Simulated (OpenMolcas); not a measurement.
# [AlH3]− (SMILES [AlH3-]), step by step

We compute a single-point energy (UHF/pcseg-0), then the energy (CASSCF(3,3)/pcseg-0), then a single-point energy (CASPT2(3,3)/pcseg-0), then the energy (SC-NEVPT2(3,3)/pcseg-0), then the energy (MRCI(3,3)/pcseg-0) of [AlH3]−. 

The calculation is run with OpenMolcas 26.06.

## Step 1: The molecule

The species is [AlH3]− (4 atoms), meant as a doublet with charge -1. SMILES: `[AlH3-]`. The Al1–H4 distance was set to 4.212 Å, away from the relaxed value. At this shape a bond of the SMILES string is far longer than usual.

Bond lengths: Al1–H2 1.684 Å, Al1–H3 1.685 Å. Angles: H2–Al1–H3 101.1°.

## Step 2: A single-point energy at UHF/pcseg-0 (run 1)

step1.input reads:

```
&GATEWAY
 BasLib=$CurrDir
 Coord
 4
 angstrom
 Al      -1.961522       1.926712       0.683383
 H       -1.328542       2.225432       2.215083
 H       -3.150572       0.787502       1.041143
 H        1.039250      -0.525560      -0.967690
 Basis=pcseg-0
 Group=NoSym

&SEWARD

&SCF
 UHF
 Charge=-1
 Spin=2
 Scramble=0.25
 PrOrbitals=1 1
```

The basis set pcseg-0 is read from a file made from the Basis Set Exchange's data (not shown).

On the command line:

```bash
$ export MOLCAS_MEM=1860
$ pymolcas step1.input > step1.log
```

Log:

```text
--- Start Module: gateway ---
[...]
--- Stop Module: gateway /rc=_RC_ALL_IS_WELL_ ---
--- Start Module: seward ---
[...]
      Basis functions           19
--- Stop Module: seward /rc=_RC_ALL_IS_WELL_ ---
--- Start Module: scf ---
[...]
       Convergence after  22 Iterations
[...]
::    Total SCF energy                               -243.2026886981
[...]
      Total spin, S                                     0.6978201295
[...]
      Total electronic charge=   17.000000
      Total            charge=   -1.000000
[...]
      Dipole Moment (debye):
      Origin of the operator (angstrom)=   -1.8794    1.8161    0.6914
                   X=  4.3114E-02               Y=  2.8376E-01               Z= -4.0628E-01           Total=  4.9743E-01
      Center of Charge (angstrom)
[...]
--- Stop Module: scf /rc=_RC_ALL_IS_WELL_ ---
[...]
```

It took 1.8 s on 1 thread of Arm Neoverse V2, shared host; peak memory 0.37 GiB.

## Step 3: The energy at CASSCF(3,3)/pcseg-0 (run 2)

step2.inp reads:

```
* AlH3 CASSCF

&GATEWAY
 BasLib = $CurrDir
 Coord
 4
 angstrom
 Al      -1.961522       1.926712       0.683383
 H       -1.328542       2.225432       2.215083
 H       -3.150572       0.787502       1.041143
 H        1.039250      -0.525560      -0.967690
 Basis = pcseg-0
 Group = NoSym

&SEWARD

&RASSCF
 FileOrb = $CurrDir/step1.UnaOrb
 Spin = 2
 Nactel = 3 0 0
 Inactive = 7
 Ras2 = 3
 OrbListing = Nothing
```

The basis set pcseg-0 is read from a file made from the Basis Set Exchange's data (not shown).

On the command line:

```bash
$ export MOLCAS_MEM=1860
$ pymolcas step2.inp > step2.log
```

Log:

```text
--- Start Module: gateway ---
[...]
--- Stop Module: gateway /rc=_RC_ALL_IS_WELL_ ---
--- Start Module: seward ---
[...]
      Basis functions           19
--- Stop Module: seward /rc=_RC_ALL_IS_WELL_ ---
--- Start Module: rasscf ---
[...]
      Number of active orbitals                  3
[...]
      Spin quantum number                      0.5
[...]
      Active orbitals                            3
[...]
      Number of CSFs                             8
[...]
      Number of root(s) required                 1
[...]
      Convergence after 18 iterations
[...]
      printout of CI-coefficients larger than  0.05 for root  1
      energy=    -243.207150
      conf/sym  111     Coeff  Weight
             1  2u0   0.98098 0.96233
             4  udu   0.05467 0.00299
             8  0u2   0.18042 0.03255
      Natural orbitals and occupation numbers for root  1
      sym 1:   1.929236   1.000069   0.070695
      ************************************************************************************************************************
      *                                                    Final results                                                     *
[...]
::    RASSCF root number  1 Total energy:   -243.20714978
[...]
      Total electronic charge=   17.000000
      Total            charge=   -1.000000
[...]
      Dipole Moment (debye):
      Origin of the operator (angstrom)=   -1.8794    1.8161    0.6914
                   X=  2.4750E-01               Y= -1.8905E-01               Z= -1.4408E-01           Total=  3.4316E-01
      Center of Charge (angstrom)
[...]
--- Stop Module: rasscf /rc=_RC_ALL_IS_WELL_ ---
[...]
```

It took 1.8 s on 1 thread of Arm Neoverse V2, shared host; peak memory 0.37 GiB.

## Step 4: A single-point energy at CASPT2(3,3)/pcseg-0 (run 3)

step3.inp reads:

```
* AlH3 CASPT2
>>> EXPORT MOLCAS_PRINT=2

&GATEWAY
  BasLib=$CurrDir
  Coord
  4
  angstrom
  Al      -1.961522       1.926712       0.683383
  H       -1.328542       2.225432       2.215083
  H       -3.150572       0.787502       1.041143
  H        1.039250      -0.525560      -0.967690
  Basis=pcseg-0
  Group=NoSym

&SEWARD

&RASSCF
  FileOrb=$CurrDir/step2.RasOrb
  Spin=2
  Nactel=3 0 0
  Inactive=7
  Ras2=3
  OrbListing=Nothing

&CASPT2
  Imaginary=0.1
  Frozen=5
```

The basis set pcseg-0 is read from a file made from the Basis Set Exchange's data (not shown).

On the command line:

```bash
$ export MOLCAS_MEM=1860
$ pymolcas step3.inp > step3.log
```

Log:

```text
--- Start Module: gateway ---
[...]
--- Stop Module: gateway /rc=_RC_ALL_IS_WELL_ ---
[...]
      Basis functions           19
[...]
--- Start Module: rasscf ---
[...]
      Number of active orbitals                  3
[...]
      Spin quantum number                      0.5
[...]
      Active orbitals                            3
[...]
      Number of CSFs                             8
[...]
      Number of root(s) required                 1
[...]
      Convergence after  4 iterations
[...]
      printout of CI-coefficients larger than  0.05 for root  1
      energy=    -243.207150
      conf/sym  111     Coeff  Weight
             1  2u0   0.98098 0.96233
             4  udu   0.05467 0.00299
             8  0u2   0.18042 0.03255
      Natural orbitals and occupation numbers for root  1
      sym 1:   1.929238   1.000069   0.070693
      ************************************************************************************************************************
      *                                                    Final results                                                     *
[...]
::    RASSCF root number  1 Total energy:   -243.20714978
[...]
      Total electronic charge=   17.000000
      Total            charge=   -1.000000
[...]
      Dipole Moment (debye):
      Origin of the operator (angstrom)=   -1.8794    1.8161    0.6914
                   X=  2.4748E-01               Y= -1.8896E-01               Z= -1.4415E-01           Total=  3.4312E-01
      Center of Charge (angstrom)
[...]
--- Stop Module: rasscf /rc=_RC_ALL_IS_WELL_ ---
--- Start Module: caspt2 ---
[...]
 ###    WARNING: User changed nr of frozen orbitals.                         ###
 ###############################################################################
[...]
      E2 (Variational):          -0.0333537166
      Total energy:            -243.2405034982
[...]
      Reference weight:           0.98043
[...]
::    CASPT2 Root  1     Total energy:   -243.24050350
[...]
--- Stop Module: caspt2 /rc=_RC_ALL_IS_WELL_ ---
[...]
```

Wall time 1.6 s (1 thread of Arm Neoverse V2, shared host); peak memory 0.36 GiB.

## Step 5: A single-point energy at SC-NEVPT2(3,3)/pcseg-0 (run 4)

step4.input reads:

```
&GATEWAY
 BasLib=$CurrDir
 Coord
 4
 angstrom
 Al      -1.961522       1.926712       0.683383
 H       -1.328542       2.225432       2.215083
 H       -3.150572       0.787502       1.041143
 H        1.039250      -0.525560      -0.967690
 Basis=pcseg-0
 Group=NoSym

&SEWARD

&RASSCF
 FileOrb=$CurrDir/step2.RasOrb
 Spin=2
 Nactel=3 0 0
 Inactive=7
 Ras2=3
 OrbListing=Nothing

&CASPT2
 SC-NEVPT2
 Frozen=5
```

The basis set pcseg-0 is read from a file made from the Basis Set Exchange's data (not shown).

On the command line:

```bash
$ export MOLCAS_MEM=1860
$ pymolcas step4.input > step4.log
```

Log:

```text
--- Start Module: gateway ---
[...]
--- Stop Module: gateway /rc=_RC_ALL_IS_WELL_ ---
[...]
      Basis functions           19
[...]
--- Start Module: rasscf ---
[...]
      Number of active orbitals                  3
[...]
      Spin quantum number                      0.5
[...]
      Active orbitals                            3
[...]
      Number of CSFs                             8
[...]
      Number of root(s) required                 1
[...]
      Convergence after  4 iterations
[...]
      printout of CI-coefficients larger than  0.05 for root  1
      energy=    -243.207150
      conf/sym  111     Coeff  Weight
             1  2u0   0.98098 0.96233
             4  udu   0.05467 0.00299
             8  0u2   0.18042 0.03255
      Natural orbitals and occupation numbers for root  1
      sym 1:   1.929238   1.000069   0.070693
      ************************************************************************************************************************
      *                                                    Final results                                                     *
[...]
::    RASSCF root number  1 Total energy:   -243.20714978
[...]
      Total electronic charge=   17.000000
      Total            charge=   -1.000000
[...]
      Dipole Moment (debye):
      Origin of the operator (angstrom)=   -1.8794    1.8161    0.6914
                   X=  2.4748E-01               Y= -1.8896E-01               Z= -1.4415E-01           Total=  3.4312E-01
      Center of Charge (angstrom)
[...]
--- Stop Module: rasscf /rc=_RC_ALL_IS_WELL_ ---
--- Start Module: caspt2 ---
[...]
 ###    WARNING: User changed nr of frozen orbitals.                         ###
 ###############################################################################
[...]
      E2 (Variational):          -0.0321003264
[...]
      E2 (Variational):          -0.0320904969
      Total energy:            -243.2392402785
[...]
      Reference weight:           0.98240
[...]
::    SC-NEVPT2 Root  1     Total energy:   -243.23924028
[...]
--- Stop Module: caspt2 /rc=_RC_ALL_IS_WELL_ ---
[...]
```

Run time: 1.6 s. Hardware: 1 thread of Arm Neoverse V2, shared host; peak memory 0.37 GiB.

## Step 6: The energy at MRCI(3,3)/pcseg-0 (run 5)

step5.inp reads:

```
&gateway
baslib=$CurrDir
coord
4
angstrom
Al      -1.961522       1.926712       0.683383
H       -1.328542       2.225432       2.215083
H       -3.150572       0.787502       1.041143
H        1.039250      -0.525560      -0.967690
basis=pcseg-0
group=NoSym
&seward
&rasscf
fileorb=$CurrDir/step2.RasOrb
spin=2
nactel=3 0 0
inactive=7
ras2=3
orblisting=Nothing
&motra
lumorb
frozen=5
&guga
electrons=7
spin=2
inactive=2
active=3
ciall=1
&mrci
sdci
```

The basis set pcseg-0 is read from a file made from the Basis Set Exchange's data (not shown).

On the command line:

```bash
$ export MOLCAS_MEM=1860
$ pymolcas step5.inp > step5.log
```

Log:

```text
--- Start Module: gateway ---
[...]
--- Stop Module: gateway /rc=_RC_ALL_IS_WELL_ ---
[...]
      Basis functions           19
[...]
      Number of active orbitals                  3
[...]
      Spin quantum number                      0.5
[...]
      Active orbitals                            3
[...]
      Number of CSFs                             8
[...]
      Number of root(s) required                 1
[...]
      Convergence after  4 iterations
[...]
      printout of CI-coefficients larger than  0.05 for root  1
      energy=    -243.207150
      conf/sym  111     Coeff  Weight
             1  2u0   0.98098 0.96233
             4  udu   0.05467 0.00299
             8  0u2   0.18042 0.03255
      Natural orbitals and occupation numbers for root  1
      sym 1:   1.929238   1.000069   0.070693
      ************************************************************************************************************************
      *                                                    Final results                                                     *
[...]
::    RASSCF root number  1 Total energy:   -243.20714978
[...]
      Dipole Moment (debye):
      Origin of the operator (angstrom)=   -1.8794    1.8161    0.6914
                   X=  2.4748E-01               Y= -1.8896E-01               Z= -1.4415E-01           Total=  3.4312E-01
      Center of Charge (angstrom)
[...]
      *** WARNING: Default frozen orbitals is overwritten by user input.
      *** Default values:   2
[...]
--- Start Module: guga ---
[...]
--- Stop Module: guga /rc=_RC_ALL_IS_WELL_ ---
--- Start Module: mrci ---
[...]
       (But an ACPF correction will be computed)
       USE THE DEFAULT ACPF G-VALUE GFAC=  0.28571428571428570
[...]
                      CI ENERGY:  -243.25481014
[...]
                ACPF CORRECTION:    -0.00185410
[...]
      Total electronic charge=   17.000000
      Total            charge=   -1.000000
[...]
     ACPF CORRECTION:     -0.00185410
[...]
  CI State   1     Total energy:   -243.25481014     QDav:     -0.00263677     QACPF:     -0.00185410
[...]
--- Stop Module: mrci /rc=_RC_ALL_IS_WELL_ ---
[...]
```

It took 1.7 s on 1 thread of Arm Neoverse V2, shared host; peak memory 0.37 GiB.

## Step 7: What came out

| quantity | value |
| --- | --- |
| run 1, UHF/pcseg-0: total energy | -243.20269 Eh |
| run 1, UHF/pcseg-0: HOMO energy (highest over α and β) | -0.98 eV |
| run 1, UHF/pcseg-0: LUMO energy (lowest over α and β) | 5.18 eV |
| run 1, UHF/pcseg-0: ⟨S²⟩ | 1.185 |
| run 2, CASSCF(3,3)/pcseg-0: total energy | -243.20715 Eh |
| run 3, CASPT2(3,3)/pcseg-0: total energy | -243.24050 Eh |
| run 4, SC-NEVPT2(3,3)/pcseg-0: total energy | -243.23924 Eh |
| run 5, MRCI(3,3)/pcseg-0: total energy | -243.25481 Eh |

⟨S²⟩ (run 1, UHF/pcseg-0) is 1.18 where a pure doublet has 0.75: the reference is spin-contaminated. Mulliken charges (run 1, UHF/pcseg-0) run from -0.48 on H2 to -0.01 on Al1; they depend strongly on the basis. Mulliken charges (run 3, CASPT2(3,3)/pcseg-0) of the CASSCF density run from -0.50 on H2 to +0.01 on Al1. Mulliken charges (run 4, SC-NEVPT2(3,3)/pcseg-0) of the CASSCF density run from -0.50 on H2 to +0.01 on Al1. Mulliken charges (run 5, MRCI(3,3)/pcseg-0) of the CASSCF density run from -0.50 on H2 to +0.01 on Al1.
